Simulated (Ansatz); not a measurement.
# One shape, several levels: BHO2 (oxoborinic acid)

We compute a comparison of 6 runs (HF/STO-3G, B3LYP/STO-3G, PBE/STO-3G, UPBE0/STO-3G, MP2/STO-3G, CCSDT(Q)/STO-3G) of BHO2 (oxoborinic acid). 

Program for the calculation: Ansatz 0.2.0.

60 further runs of the same task are left out: 2 that didn't finish, 58 set aside as unsound or not needed.

**1. The molecule**

BHO2 has 4 atoms, charge 0, and is taken as a singlet. As SMILES, `O=BO`. The O3–B2 distance was set to 2.644 Å, away from the relaxed value. At this shape a bond of the SMILES string is far longer than usual.

Bond lengths: O1–B2 1.210 Å, O3–H4 0.960 Å.

**2. A single-point energy at HF/STO-3G (run 1)**

Input file run.yaml:

```yaml
basis:
  gaussian:
    orbitals: STO-3G
crystal:
  periodic: [false, false, false]
  atoms:
    - {symbol: O, position_ang: [-2.795685, 0.957495, 0.568498]}
    - {symbol: B, position_ang: [-1.664485, 0.565995, 0.388598]}
    - {symbol: O, position_ang: [0.816700, -0.302000, 0.108600]}
    - {symbol: H, position_ang: [1.162300, -0.353500, -0.785700]}
hamiltonian:
  xc: hf
accuracy: high
```

The run is started by

```
ansatz run run.yaml --threads 1 --pin off --max-ram 2610MiB --events-out events.jsonl --progress --plain --runs-dir runs
```

Log:

```text
Warning: RAYON_NUM_THREADS=1 ignored (pool sized by the plan → 1); use --threads N
Functional definition: HF
  name "HF"
  exchange = exact_x
  correlation = 0
248 factors; integrals over basis functions are off by at most 4.0e-8 eV
mean field evaluation 1: about -4680.1355 eV, gradient 4.2e1 eV
mean field evaluation 2: about -4680.1623 eV, gradient 4.2e1 eV
mean field evaluation 4: about -4689.9342 eV, gradient 5.7e0 eV
mean field evaluation 8: about -4690.1254 eV, gradient 2.7e-1 eV
mean field evaluation 16: about -4682.7322 eV, gradient 1.6e1 eV
mean field -4690.12586799 eV, -172.3589465671 hartree, gradient 1.2e-8 eV, S^2 0.000000; 0 other end points of the search recorded, 0 dependent functions left out
reference -4690.12586799 eV, -172.3589465671 hartree; 11, 11 occupied and 5, 5 virtual orbitals, 248 factors
Total energy: -4690.12586799 eV, -172.3589465671 hartree
```

Run time: 0.08 s. Hardware: 1 thread of Arm Neoverse V1, shared host.

**3. A single-point energy at B3LYP/STO-3G (run 2)**

Input file in.yaml:

```yaml
crystal:
  periodic: [false, false, false]
  atoms:
    - {symbol: O, position_ang: [-2.795685, 0.957495, 0.568498]}
    - {symbol: B, position_ang: [-1.664485, 0.565995, 0.388598]}
    - {symbol: O, position_ang: [0.816700, -0.302000, 0.108600]}
    - {symbol: H, position_ang: [1.162300, -0.353500, -0.785700]}
basis:
  gaussian:
    orbitals: STO-3G
hamiltonian:
  xc: {name: B3LYP}
accuracy: high
```

The run is started by

```
ansatz run in.yaml --threads 1 --pin off --max-ram 2610MiB --events-out events.jsonl --progress --plain --runs-dir runs
```

Log:

```text
Warning: RAYON_NUM_THREADS=1 ignored (pool sized by the plan → 1); use --threads N
Functional definition: B3LYP
  name "B3LYP"
  parameter a0 = 0.2
  parameter ax = 0.72
  parameter ac = 0.81
  exchange = (1 - a0 - ax)*slater_x + ax*b88_x + a0*exact_x
  correlation = (1 - ac)*vwn_rpa_c + ac*lyp_c
248 factors; integrals over basis functions are off by at most 4.0e-8 eV
mean field evaluation 1: about -4708.9095 eV, gradient 3.9e1 eV
mean field evaluation 2: about -4586.0011 eV, gradient 9.4e1 eV
mean field evaluation 4: about -4706.6707 eV, gradient 3.1e1 eV
mean field evaluation 8: about -4715.4387 eV, gradient 1.7e-1 eV
mean field -4715.43888978 eV, -173.2891829602 hartree, gradient 2.1e-8 eV, S^2 0.000000; 0 other end points of the search recorded, 0 dependent functions left out
reference -4715.43891477 eV, -173.2891838785 hartree; 11, 11 occupied and 5, 5 virtual orbitals, 248 factors
Total energy: -4715.43891477 eV, -173.2891838785 hartree
```

It took 0.84 s on 1 thread of Arm Neoverse V1, shared host.

Runs 3 to 5 aren't shown in full; the table further down has their settings and results.

**4. The energy at CCSDT(Q)/STO-3G (run 6)**

Input file input.yaml:

```yaml
basis:
  gaussian:
    orbitals: STO-3G
crystal:
  periodic: [false, false, false]
  atoms:
    - symbol: O
      position_ang: [-2.795685, 0.957495, 0.568498]
    - symbol: B
      position_ang: [-1.664485, 0.565995, 0.388598]
    - symbol: O
      position_ang: [0.816700, -0.302000, 0.108600]
    - symbol: H
      position_ang: [1.162300, -0.353500, -0.785700]
correlation:
  method: ccsdt_q
  frozen_orbitals: {B: 1, H: 0, O: 1}
accuracy: high
scf:
  omitted_lower_state_checks: [cluster_reference, increment]
```

The run is started by

```
ansatz run input.yaml --threads 1 --pin off --max-ram 2610MiB --events-out events.jsonl --progress --plain --runs-dir runs
```

Log:

```text
Warning: RAYON_NUM_THREADS=1 ignored (pool sized by the plan → 1); use --threads N
[... 12 lines left out ...]
3 core orbitals not correlated: weight in the atoms' cores, before any rotation towards them, 1.000 or more for the frozen orbitals, at most 0.000 for the correlated occupied ones
[... 49 lines left out ...]
WARN: these amplitudes may be one of several solutions (largest doubles amplitude 0.69, level shift 10.79 eV)
Total energy: -4699.26085821 eV, -172.6946512660 hartree
Checks for a lower state left out: cluster_reference, increment
```

It took 0.44 s on 1 thread of Arm Neoverse V1, shared host.

**5. The series**

| run | level | frozen core orbitals | energy (Eh) | wall time |
| --- | --- | --- | --- | --- |
| 1 | HF/STO-3G | – | -172.358947 | 0.08 s |
| 2 | B3LYP/STO-3G | – | -173.289184 | 0.84 s |
| 3 | PBE/STO-3G | – | -173.120591 | 0.78 s |
| 4 | UPBE0/STO-3G | – | -173.157670 | 4.8 s |
| 5 | MP2/STO-3G | 3 | -172.610929 | 0.12 s |
| 6 | CCSDT(Q)/STO-3G | 3 | -172.694651 | 0.44 s |

**6. What came out**

| quantity | value |
| --- | --- |
| run 6: total energy | -172.69465 Eh |
| run 6: correlation energy (3 core orbitals frozen) | -335.7 mEh |
| run 6: T1 diagnostic | 0.022 |

In words: Below the HF energy at the same shape and in the same basis (STO-3G): MP2 -252.0 mEh; CCSDT(Q) -335.7 mEh. Totals of different functionals can't be ranked against each other. In runs 5, 6 the log says that unrestricted orbitals would lower the reference, so the values rest on an unstable closed-shell determinant (other closed-shell runs at this shape may share the fault). In runs 1, 2, 3, 4, 5, 6 the basis is minimal, so the values are rough. Spin contamination of the reference: run 4 ⟨S²⟩ = 0.90. Where it is this large, the reference is a mixture of spin states, and values that rest on it are in doubt. All runs together took 7.1 s, the longest 4.8 s.
